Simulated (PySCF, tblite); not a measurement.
Potential energy surface of H2O2, singlet: torsion, other coordinates relaxed. Scanned: dihedral. Other coordinates (O-O length, H-O-O angle, O-H length) were minimised at B3LYP/def2-TZVP.

Levels: GFN2-xTB, 300 K electronic temperature (tblite); MP2 on RHF/cc-pVTZ, 2 core orbitals frozen (PySCF); CCSD(T) on RHF/cc-pVTZ, 2 core orbitals frozen (PySCF).

Energies relative to the lowest point of each profile, in kcal/mol:

```tsv
at / °	GFN2-xTB	MP2
0	8.19	7.60
15	7.84	7.19
30	6.90	6.04
45	5.59	4.47
60	4.23	2.84
75	3.03	1.46
90	2.11	0.52
105	1.45	0.05
120	0.96	0.00
135	0.59	0.23
150	0.30	0.58
180	0.00	1.00
```

Estimate the CCSD(T) values at these points.

0: 7.39; 15: 6.99; 30: 5.87; 45: 4.34; 60: 2.75; 75: 1.41; 90: 0.49; 105: 0.04; 120: 0.00; 135: 0.24; 150: 0.59; 180: 1.02 (kcal/mol).
